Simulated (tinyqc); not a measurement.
Worked calculation: CIS and TDHF on RHF in the sto-3g basis, for LiH, spin multiplicity 1. Computed by tinyqc, a small Python program that keeps every step (integrals from PySCF). Settings: charge = 0, multiplicity = 1, basis = sto-3g, method = RHF, energy threshold = 1e-10, iteration cap = 71, orthogonalisation = canonical, start = Wolfsberg-Helmholz matrix, DIIS depth = 6, TDHF = 1. Command: `OMP_NUM_THREADS=1 python tinyqc.py 21926 21927 out.jsonl` (the two numbers bound the seeds that draw the settings). One thread of a shared host (Intel(R) Xeon(R) Processor @ 2.60GHz), about 0.09 s of CPU time with the checks. The early iterations of the SCF are left out here.

## One-electron integrals

Geometry (angstrom):
```
atom       x       y       z
Li    0.0000  0.0000  0.0000
H     0.0000  0.0000  1.9900
```

Basis sto-3g: exponents (1/bohr^2) and contraction coefficients of normalised primitives:
```
element  l (shell)  exponent  coefficient
Li           s (1)   16.1196       0.1543
Li           s (1)    2.9362       0.5353
Li           s (1)    0.7947       0.4446
Li           s (2)    0.6363      -0.1000
Li           s (2)    0.1479       0.3995
Li           s (2)    0.0481       0.7001
Li           p (3)    0.6363       0.1559
Li           p (3)    0.1479       0.6077
Li           p (3)    0.0481       0.3920
H            s (1)    3.4253       0.1543
H            s (1)    0.6239       0.5353
H            s (1)    0.1689       0.4446
```

Overlap, kinetic and nuclear-attraction integrals over the contracted functions; the nuclear repulsion is the sum of Za Zb / Rab.

nuclear repulsion = 0.797755 hartree

overlap S, order 1Li 1s, 1Li 2s, 1Li 2px, 1Li 2py, 1Li 2pz, 2H 1s:
$$\begin{pmatrix}
1.0000 & 0.2411 & 0.0000 & 0.0000 & 0.0000 & 0.0283 \\
0.2411 & 1.0000 & 0.0000 & 0.0000 & 0.0000 & 0.3010 \\
0.0000 & 0.0000 & 1.0000 & 0.0000 & 0.0000 & 0.0000 \\
0.0000 & 0.0000 & 0.0000 & 1.0000 & 0.0000 & 0.0000 \\
0.0000 & 0.0000 & 0.0000 & 0.0000 & 1.0000 & 0.4243 \\
0.0283 & 0.3010 & 0.0000 & 0.0000 & 0.4243 & 1.0000
\end{pmatrix}$$

kinetic energy T (hartree), order 1Li 1s, 1Li 2s, 1Li 2px, 1Li 2py, 1Li 2pz, 2H 1s:
$$\begin{pmatrix}
3.5768 & -0.0202 & 0.0000 & 0.0000 & 0.0000 & -0.0093 \\
-0.0202 & 0.1022 & 0.0000 & 0.0000 & 0.0000 & 0.0200 \\
0.0000 & 0.0000 & 0.3197 & 0.0000 & 0.0000 & 0.0000 \\
0.0000 & 0.0000 & 0.0000 & 0.3197 & 0.0000 & 0.0000 \\
0.0000 & 0.0000 & 0.0000 & 0.0000 & 0.3197 & 0.0740 \\
-0.0093 & 0.0200 & 0.0000 & 0.0000 & 0.0740 & 0.7600
\end{pmatrix}$$

nuclear attraction V (hartree), order 1Li 1s, 1Li 2s, 1Li 2px, 1Li 2py, 1Li 2pz, 2H 1s:
$$\begin{pmatrix}
-8.2488 & -1.0285 & 0.0000 & 0.0000 & -0.0104 & -0.1174 \\
-1.0285 & -1.4576 & 0.0000 & 0.0000 & -0.0996 & -0.4992 \\
0.0000 & 0.0000 & -1.4221 & 0.0000 & 0.0000 & 0.0000 \\
0.0000 & 0.0000 & 0.0000 & -1.4221 & 0.0000 & 0.0000 \\
-0.0104 & -0.0996 & 0.0000 & 0.0000 & -1.4997 & -0.7117 \\
-0.1174 & -0.4992 & 0.0000 & 0.0000 & -0.7117 & -2.0241
\end{pmatrix}$$

core Hamiltonian H = T + V (hartree), order 1Li 1s, 1Li 2s, 1Li 2px, 1Li 2py, 1Li 2pz, 2H 1s:
$$\begin{pmatrix}
-4.6720 & -1.0487 & 0.0000 & 0.0000 & -0.0104 & -0.1267 \\
-1.0487 & -1.3554 & 0.0000 & 0.0000 & -0.0996 & -0.4792 \\
0.0000 & 0.0000 & -1.1024 & 0.0000 & 0.0000 & 0.0000 \\
0.0000 & 0.0000 & 0.0000 & -1.1024 & 0.0000 & 0.0000 \\
-0.0104 & -0.0996 & 0.0000 & 0.0000 & -1.1800 & -0.6376 \\
-0.1267 & -0.4792 & 0.0000 & 0.0000 & -0.6376 & -1.2640
\end{pmatrix}$$

## Two-electron integrals

Functions are numbered as in S; the eight-fold symmetry (ij|kl) = (ji|kl) = (kl|ij) leaves the list below.

Two-electron integrals (ij|kl) in chemists' order, unique and non-zero (hartree):
```
(11|11) 1.6804   (21|11) 0.2654   (21|21) 0.0499   (22|11) 0.3977
(22|21) 0.0929   (22|22) 0.2906   (31|31) 0.0090   (32|31) 0.0138
(32|32) 0.0642   (33|11) 0.3966   (33|21) 0.0929   (33|22) 0.2905
(33|33) 0.3129   (41|41) 0.0090   (42|41) 0.0138   (42|42) 0.0642
(43|43) 0.0169   (44|11) 0.3966   (44|21) 0.0929   (44|22) 0.2905
(44|33) 0.2792   (44|44) 0.3129   (51|51) 0.0090   (52|51) 0.0138
(52|52) 0.0642   (53|53) 0.0169   (54|54) 0.0169   (55|11) 0.3966
(55|21) 0.0929   (55|22) 0.2905   (55|33) 0.2792   (55|44) 0.2792
(55|55) 0.3129   (61|11) 0.0299   (61|21) 0.0057   (61|22) 0.0108
(61|33) 0.0107   (61|44) 0.0107   (61|51) 0.0007   (61|52) 0.0014
(61|55) 0.0111   (61|61) 0.0007   (62|11) 0.0980   (62|21) 0.0233
(62|22) 0.0808   (62|33) 0.0762   (62|44) 0.0762   (62|51) 0.0037
(62|52) 0.0251   (62|55) 0.0898   (62|61) 0.0032   (62|62) 0.0417
(63|31) 0.0015   (63|32) 0.0079   (63|53) 0.0035   (63|63) 0.0024
(64|41) 0.0015   (64|42) 0.0079   (64|54) 0.0035   (64|64) 0.0024
(65|11) 0.1301   (65|21) 0.0311   (65|22) 0.1114   (65|33) 0.1037
(65|44) 0.1037   (65|51) 0.0056   (65|52) 0.0387   (65|55) 0.1266
(65|61) 0.0044   (65|62) 0.0621   (65|65) 0.0933   (66|11) 0.2657
(66|21) 0.0640   (66|22) 0.2454   (66|33) 0.2242   (66|44) 0.2242
(66|51) 0.0103   (66|52) 0.0908   (66|55) 0.2878   (66|61) 0.0090
(66|62) 0.1639   (66|65) 0.2517   (66|66) 0.7746
```

## Orthogonalisation

S = U s U^T; canonical form X = U s^(-1/2), so that X^T S X = 1. Each column of U has its largest component positive (the first on a tie).

eigenvalues of S: [0.4660, 0.8031, 1.0000, 1.0000, 1.1810, 1.5499]

X, order 1Li 1s, 1Li 2s, 1Li 2px, 1Li 2py, 1Li 2pz, 2H 1s:
$$\begin{pmatrix}
0.2526 & 0.7730 & 0.0000 & 0.0000 & 0.6047 & 0.1944 \\
-0.6765 & -0.6051 & 0.0000 & 0.0000 & 0.4771 & 0.3801 \\
0.0000 & 0.0000 & -0.6156 & 0.7881 & 0.0000 & 0.0000 \\
0.0000 & 0.0000 & 0.7881 & 0.6156 & 0.0000 & 0.0000 \\
-0.7929 & 0.4813 & 0.0000 & 0.0000 & -0.4631 & 0.4156 \\
0.9979 & -0.2234 & 0.0000 & 0.0000 & -0.1975 & 0.5387
\end{pmatrix}$$

Within a degenerate level the vectors are fixed only up to a rotation; this is one choice.

## Iteration 9 (converged): orbitals

converged F (hartree), order 1Li 1s, 1Li 2s, 1Li 2px, 1Li 2py, 1Li 2pz, 2H 1s:
$$\begin{pmatrix}
-2.3583 & -0.6416 & 0.0000 & 0.0000 & 0.0144 & -0.0780 \\
-0.6416 & -0.2135 & 0.0000 & 0.0000 & -0.0748 & -0.2159 \\
0.0000 & 0.0000 & 0.1622 & 0.0000 & 0.0000 & 0.0000 \\
0.0000 & 0.0000 & 0.0000 & 0.1622 & 0.0000 & 0.0000 \\
0.0144 & -0.0748 & 0.0000 & 0.0000 & 0.0404 & -0.2066 \\
-0.0780 & -0.2159 & 0.0000 & 0.0000 & -0.2066 & -0.0944
\end{pmatrix}$$

Diagonalise F' = X^T F X, C = X C', fill 2 alpha and 2 beta electrons from the bottom; D = 2 C_occ C_occ^T. Each column has its largest component positive (the first on a tie).

F' = X^T F X (hartree):
$$\begin{pmatrix}
0.3956 & -0.2211 & 0.0000 & 0.0000 & -0.1882 & -0.0857 \\
-0.2211 & -0.8151 & 0.0000 & 0.0000 & -1.0770 & -0.3625 \\
0.0000 & 0.0000 & 0.1622 & 0.0000 & 0.0000 & 0.0000 \\
0.0000 & 0.0000 & 0.0000 & 0.1622 & 0.0000 & 0.0000 \\
-0.1882 & -1.0770 & 0.0000 & 0.0000 & -1.2297 & -0.5132 \\
-0.0857 & -0.3625 & 0.0000 & 0.0000 & -0.5132 & -0.4538
\end{pmatrix}$$

orbital energies (hartree): MO1 -2.3608, MO2 -0.2510, MO3 0.0734, MO4 0.1622, MO5 0.1622, MO6 0.4354

coefficients C, order 1Li 1s, 1Li 2s, 1Li 2px, 1Li 2py, 1Li 2pz, 2H 1s:
$$\begin{pmatrix}
0.9914 & -0.1515 & -0.2141 & 0.0000 & 0.0000 & 0.1143 \\
0.0334 & 0.4869 & 0.7983 & 0.0000 & 0.0000 & -0.5659 \\
0.0000 & 0.0000 & 0.0000 & -0.2698 & 0.9629 & 0.0000 \\
0.0000 & 0.0000 & 0.0000 & 0.9629 & 0.2698 & 0.0000 \\
-0.0047 & 0.3319 & -0.5993 & 0.0000 & 0.0000 & -0.8821 \\
-0.0008 & 0.5803 & -0.1810 & 0.0000 & 0.0000 & 1.0027
\end{pmatrix}$$

D after iteration 9, order 1Li 1s, 1Li 2s, 1Li 2px, 1Li 2py, 1Li 2pz, 2H 1s:
$$\begin{pmatrix}
2.0118 & -0.0813 & 0.0000 & 0.0000 & -0.1099 & -0.1774 \\
-0.0813 & 0.4764 & 0.0000 & 0.0000 & 0.3229 & 0.5651 \\
0.0000 & 0.0000 & 0.0000 & 0.0000 & 0.0000 & 0.0000 \\
0.0000 & 0.0000 & 0.0000 & 0.0000 & 0.0000 & 0.0000 \\
-0.1099 & 0.3229 & 0.0000 & 0.0000 & 0.2204 & 0.3852 \\
-0.1774 & 0.5651 & 0.0000 & 0.0000 & 0.3852 & 0.6736
\end{pmatrix}$$

Within a degenerate level the vectors are fixed only up to a rotation; this is one choice.

## Convergence

Stop when the energy changes by less than 1e-10 hartree and every element of the error matrix X^T (F D S - S D F) X is below 3e-06.

Course of the cycle:
```
iteration  E (hartree)     change  largest element of the error matrix
1            -7.815666          -                             4.41e-02
2            -7.826985  -1.13e-02                             2.60e-02
3            -7.830987  -4.00e-03                             1.25e-02
4            -7.831972  -9.85e-04                             1.31e-03
5            -7.831973  -1.10e-06                             5.84e-04
6            -7.831973  -7.04e-07                             1.10e-05
7            -7.831973  -4.84e-10                             7.87e-06
8            -7.831973  -1.37e-10                             1.06e-07
9            -7.831973  -2.84e-14                             1.44e-10
```

PySCF RHF in the same basis = -7.831973 hartree

Converged in 9 iterations.

## Integrals over molecular orbitals

(pq|rs) = sum C_ip C_jq C_kr C_ls (ij|kl), one index at a time.

one-electron integrals over orbitals h = C^T H C (hartree):
$$\begin{pmatrix}
-4.6630 & 0.0968 & 0.1629 & 0.0000 & 0.0000 & -0.0510 \\
0.0968 & -1.3549 & 0.0203 & 0.0000 & 0.0000 & 0.0242 \\
0.1629 & 0.0203 & -1.1019 & 0.0000 & 0.0000 & 0.0231 \\
0.0000 & 0.0000 & 0.0000 & -1.1024 & 0.0000 & 0.0000 \\
0.0000 & 0.0000 & 0.0000 & 0.0000 & -1.1024 & 0.0000 \\
-0.0510 & 0.0242 & 0.0231 & 0.0000 & 0.0000 & -1.0030
\end{pmatrix}$$

Two-electron integrals over orbitals (pq|rs), unique and non-zero (hartree):
```
(11|11) 1.6591      (21|11) -0.1003     (21|21) 0.0106      (22|11) 0.3268
(22|21) 0.0035      (22|22) 0.4609      (31|11) -0.1411     (31|21) 0.0106
(31|22) -0.0123     (31|31) 0.0220      (32|11) 0.0232      (32|21) -0.0027
(32|22) -0.0561     (32|31) -8.92e-05   (32|32) 0.0184      (33|11) 0.3929
(33|21) -0.0093     (33|22) 0.2150      (33|31) 0.0012      (33|32) 0.0126
(33|33) 0.3319      (41|41) 0.0098      (42|41) 0.0073      (42|42) 0.0217
(43|41) 0.0103      (43|42) 0.0199      (43|43) 0.0413      (44|11) 0.3963
(44|21) -0.0037     (44|22) 0.2517      (44|31) -0.0051     (44|32) 0.0110
(44|33) 0.2805      (44|44) 0.3129      (51|51) 0.0098      (52|51) 0.0073
(52|52) 0.0217      (53|51) 0.0103      (53|52) 0.0199      (53|53) 0.0413
(54|54) 0.0169      (55|11) 0.3963      (55|21) -0.0037     (55|22) 0.2517
(55|31) -0.0051     (55|32) 0.0110      (55|33) 0.2805      (55|44) 0.2792
(55|55) 0.3129      (61|11) 0.0683      (61|21) -0.0094     (61|22) -0.0076
(61|31) -0.0043     (61|32) 0.0026      (61|33) 0.0117      (61|44) 0.0014
(61|55) 0.0014      (61|61) 0.0108      (62|11) -0.0727     (62|21) 0.0021
(62|22) 0.1117      (62|31) 0.0035      (62|32) -0.0410     (62|33) -0.0183
(62|44) -0.0324     (62|55) -0.0324     (62|61) 0.0005      (62|62) 0.1289
(63|11) 0.0211      (63|21) -0.0024     (63|22) -0.0553     (63|31) 0.0041
(63|32) 0.0146      (63|33) 0.0363      (63|44) 0.0062      (63|55) 0.0062
(63|61) 0.0044      (63|62) -0.0368     (63|63) 0.0291      (64|41) -0.0060
(64|42) -0.0189     (64|43) -0.0126     (64|64) 0.0196      (65|51) -0.0060
(65|52) -0.0189     (65|53) -0.0126     (65|65) 0.0196      (66|11) 0.3560
(66|21) 0.0012      (66|22) 0.4330      (66|31) -0.0110     (66|32) -0.0478
(66|33) 0.2390      (66|44) 0.2614      (66|55) 0.2614      (66|61) -0.0049
(66|62) 0.1082      (66|63) -0.0459     (66|66) 0.4308
```

## CIS matrix, singlets

A(ia,jb) = (e_a - e_i) d_ij d_ab + 2 (ia|jb) - (ij|ab).

CIS matrix A, singlet (hartree), order 1>3, 1>4, 1>5, 1>6, 2>3, 2>4, 2>5, 2>6:
$$\begin{pmatrix}
2.0854 & 0.0000 & 0.0000 & -0.0298 & 0.0091 & 0.0000 & 0.0000 & 0.0095 \\
0.0000 & 2.1463 & 0.0000 & 0.0000 & 0.0000 & 0.0183 & 0.0000 & 0.0000 \\
0.0000 & 0.0000 & 2.1463 & 0.0000 & 0.0000 & 0.0000 & 0.0183 & 0.0000 \\
-0.0298 & 0.0000 & 0.0000 & 2.4618 & 0.0076 & 0.0000 & 0.0000 & -0.0001 \\
0.0091 & 0.0000 & 0.0000 & 0.0076 & 0.1463 & 0.0000 & 0.0000 & -0.0267 \\
0.0000 & 0.0183 & 0.0000 & 0.0000 & 0.0000 & 0.2048 & 0.0000 & 0.0000 \\
0.0000 & 0.0000 & 0.0183 & 0.0000 & 0.0000 & 0.0000 & 0.2048 & 0.0000 \\
0.0095 & 0.0000 & 0.0000 & -0.0001 & -0.0267 & 0.0000 & 0.0000 & 0.5112
\end{pmatrix}$$

## CIS singlet states

dipole integrals <i|r|a> (bohr), order 1>3, 1>4, 1>5, 1>6, 2>3, 2>4, 2>5, 2>6:
$$\begin{pmatrix}
0.0000 & 0.0000 & -0.1368 \\
-0.0556 & 0.1984 & 0.0000 \\
0.1984 & 0.0556 & 0.0000 \\
0.0000 & 0.0000 & -0.1390 \\
0.0000 & 0.0000 & -0.6707 \\
-0.2667 & 0.9520 & 0.0000 \\
0.9520 & 0.2667 & 0.0000 \\
0.0000 & 0.0000 & 0.9940
\end{pmatrix}$$

Diagonalise A (1 hartree = 27.211386 eV); each vector has its largest component positive (the first on a tie). The transition dipole is mu = sqrt2 sum c_ia <i|r|a>.

singlet excitation energies (eV): [3.9261, 5.5674, 5.5674, 13.9608, 56.6849, 58.4091, 58.4091, 67.0523]

lowest vectors, order 1>3, 1>4, 1>5, 1>6, 2>3, 2>4, 2>5, 2>6:
$$\begin{pmatrix}
-0.0051 & 0.0000 & 0.0000 & -0.0056 & 0.9969 & 0.0000 \\
0.0000 & -0.0066 & -0.0067 & 0.0000 & 0.0000 & 0.8883 \\
0.0000 & -0.0067 & 0.0066 & 0.0000 & 0.0000 & 0.4591 \\
-0.0033 & 0.0000 & 0.0000 & 0.0003 & 0.0783 & 0.0000 \\
0.9973 & 0.0000 & 0.0000 & -0.0726 & 0.0049 & 0.0000 \\
0.0000 & 0.7028 & 0.7113 & 0.0000 & 0.0000 & 0.0084 \\
0.0000 & 0.7113 & -0.7028 & 0.0000 & 0.0000 & 0.0043 \\
0.0726 & 0.0000 & 0.0000 & 0.9973 & 0.0059 & 0.0000
\end{pmatrix}$$

oscillator strengths 2/3 w |mu|^2: [0.0683, 0.2656, 0.2656, 0.7411, 0.0581, 0.1328]

Within a degenerate level the vectors are fixed only up to a rotation; this is one choice.

## TDHF (RPA) singlet states

B(ia,jb) = 2 (ia|jb) - (ib|ja); the squared energies are the eigenvalues of (A - B)(A + B); 1 hartree = 27.211386 eV.

TDHF matrix B, singlet (hartree), order 1>3, 1>4, 1>5, 1>6, 2>3, 2>4, 2>5, 2>6:
$$\begin{pmatrix}
0.0220 & 0.0000 & 0.0000 & -0.0043 & -0.0001 & 0.0000 & 0.0000 & 0.0045 \\
0.0000 & 0.0098 & 0.0000 & 0.0000 & 0.0000 & 0.0073 & 0.0000 & 0.0000 \\
0.0000 & 0.0000 & 0.0098 & 0.0000 & 0.0000 & 0.0000 & 0.0073 & 0.0000 \\
-0.0043 & 0.0000 & 0.0000 & 0.0108 & 0.0016 & 0.0000 & 0.0000 & 0.0005 \\
-0.0001 & 0.0000 & 0.0000 & 0.0016 & 0.0184 & 0.0000 & 0.0000 & -0.0410 \\
0.0000 & 0.0073 & 0.0000 & 0.0000 & 0.0000 & 0.0217 & 0.0000 & 0.0000 \\
0.0000 & 0.0000 & 0.0073 & 0.0000 & 0.0000 & 0.0000 & 0.0217 & 0.0000 \\
0.0045 & 0.0000 & 0.0000 & 0.0005 & -0.0410 & 0.0000 & 0.0000 & 0.1289
\end{pmatrix}$$

squared energies w^2 (hartree^2): [0.0201, 0.0414, 0.0414, 0.2436, 4.3389, 4.6072, 4.6072, 6.0717]

TDHF energies from the positive w^2 (eV): [3.8604, 5.5359, 5.5359, 13.4302, 56.6815, 58.4079, 58.4079, 67.0514]

## CIS matrix, triplets

A(ia,jb) = (e_a - e_i) d_ij d_ab - (ij|ab).

CIS matrix A, triplet (hartree), order 1>3, 1>4, 1>5, 1>6, 2>3, 2>4, 2>5, 2>6:
$$\begin{pmatrix}
2.0414 & 0.0000 & 0.0000 & -0.0211 & 0.0093 & 0.0000 & 0.0000 & 0.0024 \\
0.0000 & 2.1267 & 0.0000 & 0.0000 & 0.0000 & 0.0037 & 0.0000 & 0.0000 \\
0.0000 & 0.0000 & 2.1267 & 0.0000 & 0.0000 & 0.0000 & 0.0037 & 0.0000 \\
-0.0211 & 0.0000 & 0.0000 & 2.4402 & 0.0024 & 0.0000 & 0.0000 & -0.0012 \\
0.0093 & 0.0000 & 0.0000 & 0.0024 & 0.1094 & 0.0000 & 0.0000 & 0.0553 \\
0.0000 & 0.0037 & 0.0000 & 0.0000 & 0.0000 & 0.1615 & 0.0000 & 0.0000 \\
0.0000 & 0.0000 & 0.0037 & 0.0000 & 0.0000 & 0.0000 & 0.1615 & 0.0000 \\
0.0024 & 0.0000 & 0.0000 & -0.0012 & 0.0553 & 0.0000 & 0.0000 & 0.2533
\end{pmatrix}$$

## CIS triplet states

Diagonalise A (1 hartree = 27.211386 eV); each vector has its largest component positive (the first on a tie).

triplet excitation energies (eV): [2.4648, 4.3936, 4.3936, 7.4051, 55.5203, 57.8707, 57.8707, 66.4329]

lowest vectors, order 1>3, 1>4, 1>5, 1>6, 2>3, 2>4, 2>5, 2>6:
$$\begin{pmatrix}
-0.0041 & 0.0000 & 0.0000 & -0.0030 & 0.9986 & 0.0000 \\
0.0000 & -0.0005 & -0.0018 & 0.0000 & 0.0000 & -0.5831 \\
0.0000 & -0.0018 & 0.0005 & 0.0000 & 0.0000 & 0.8124 \\
-0.0012 & 0.0000 & 0.0000 & 0.0001 & 0.0527 & 0.0000 \\
0.9468 & 0.0000 & 0.0000 & 0.3217 & 0.0049 & 0.0000 \\
0.0000 & 0.2601 & 0.9656 & 0.0000 & 0.0000 & -0.0011 \\
0.0000 & 0.9656 & -0.2601 & 0.0000 & 0.0000 & 0.0015 \\
-0.3217 & 0.0000 & 0.0000 & 0.9468 & 0.0015 & 0.0000
\end{pmatrix}$$

Within a degenerate level the vectors are fixed only up to a rotation; this is one choice.

## TDHF (RPA) triplet states

B(ia,jb) = - (ib|ja); the squared energies are the eigenvalues of (A - B)(A + B); 1 hartree = 27.211386 eV.

TDHF matrix B, triplet (hartree), order 1>3, 1>4, 1>5, 1>6, 2>3, 2>4, 2>5, 2>6:
$$\begin{pmatrix}
-0.0220 & 0.0000 & 0.0000 & 0.0043 & 0.0001 & 0.0000 & 0.0000 & -0.0026 \\
0.0000 & -0.0098 & 0.0000 & 0.0000 & 0.0000 & -0.0073 & 0.0000 & 0.0000 \\
0.0000 & 0.0000 & -0.0098 & 0.0000 & 0.0000 & 0.0000 & -0.0073 & 0.0000 \\
0.0043 & 0.0000 & 0.0000 & -0.0108 & -0.0035 & 0.0000 & 0.0000 & -0.0005 \\
0.0001 & 0.0000 & 0.0000 & -0.0035 & -0.0184 & 0.0000 & 0.0000 & 0.0410 \\
0.0000 & -0.0073 & 0.0000 & 0.0000 & 0.0000 & -0.0217 & 0.0000 & 0.0000 \\
0.0000 & 0.0000 & -0.0073 & 0.0000 & 0.0000 & 0.0000 & -0.0217 & 0.0000 \\
-0.0026 & 0.0000 & 0.0000 & -0.0005 & 0.0410 & 0.0000 & 0.0000 & -0.1289
\end{pmatrix}$$

squared energies w^2 (hartree^2): [0.0016, 0.0256, 0.0256, 0.0603, 4.1625, 4.5227, 4.5227, 5.9601]

TDHF energies from the positive w^2 (eV): [1.1043, 4.3534, 4.3534, 6.6817, 55.5169, 57.8694, 57.8694, 66.4319]
